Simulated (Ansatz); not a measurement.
# C4H7NO: the cost of one run

Computed with Ansatz 0.2.0, Gaussian basis. Level: the settings change from run to run.

## Step 1: The geometry

An earlier PBE0-D4 in a triple-zeta def2 set relaxation fixed the geometry.

SMILES `CCOCC#N`, 13 atoms, charge 0, spin multiplicity 1.

Atoms are counted from 1 here; the program's logs count them from 0.

Bond lengths: C1–C2 1.514 Å, C1–H7 1.092 Å, C1–H8 1.092 Å, C1–H9 1.092 Å, C2–O3 1.416 Å, C2–H10 1.100 Å, C2–H11 1.091 Å, O3–C4 1.396 Å, C4–C5 1.459 Å, C4–H12 1.099 Å, C4–H13 1.101 Å, C5–N6 1.148 Å. Angles: C2–C1–H7 109.7°, C2–C1–H8 110.5°, C2–C1–H9 112.4°, H7–C1–H8 108.3°, H7–C1–H9 107.3°, H8–C1–H9 108.5°, C1–C2–O3 113.8°, C1–C2–H10 110.7°, C1–C2–H11 110.3°, O3–C2–H10 109.5°, O3–C2–H11 104.7°, H10–C2–H11 107.6°, C2–O3–C4 113.3°, O3–C4–C5 109.3°, O3–C4–H12 112.6°, O3–C4–H13 111.5°, C5–C4–H12 107.8°, C5–C4–H13 108.1° and more.

## Step 2: rPW86-PBE/ANO-RCC-VTZP

This run has atoms shaken by 0.08 Å.

The input, in.yaml:

```yaml
crystal:
  periodic: [false, false, false]
  atoms:
    - {symbol: C, position_ang: [-0.295606, -1.501598, 0.571578]}
    - {symbol: C, position_ang: [0.671361, -0.827693, -0.352336]}
    - {symbol: O, position_ang: [-0.010931, 0.388891, -0.893405]}
    - {symbol: C, position_ang: [-0.111613, 1.360556, -0.042216]}
    - {symbol: C, position_ang: [-0.579366, 2.535726, -0.478087]}
    - {symbol: N, position_ang: [-0.885661, 3.356401, -1.154418]}
    - {symbol: H, position_ang: [0.035850, -2.595382, 0.722734]}
    - {symbol: H, position_ang: [-1.182266, -1.742691, 0.110975]}
    - {symbol: H, position_ang: [-0.379572, -1.074681, 1.550845]}
    - {symbol: H, position_ang: [1.518620, -0.535126, 0.046671]}
    - {symbol: H, position_ang: [0.907314, -1.369701, -1.380747]}
    - {symbol: H, position_ang: [-0.570199, 1.150736, 0.797281]}
    - {symbol: H, position_ang: [0.887155, 1.440201, 0.419797]}
basis:
  gaussian: {orbitals: ANO-RCC-VTZP}
hamiltonian: {xc: {name: rPW86-PBE}}
output: {forces: true}
```

Launch:

```bash
$ ansatz run in.yaml --threads 4 --pin off --events-out ev --progress --plain --max-ram 10444MiB
```

**Question.** How long does this run take on 4 threads of Arm Neoverse V2, shared host, and how much memory does it need?

About 14 s, with a peak of 0.6 GiB.
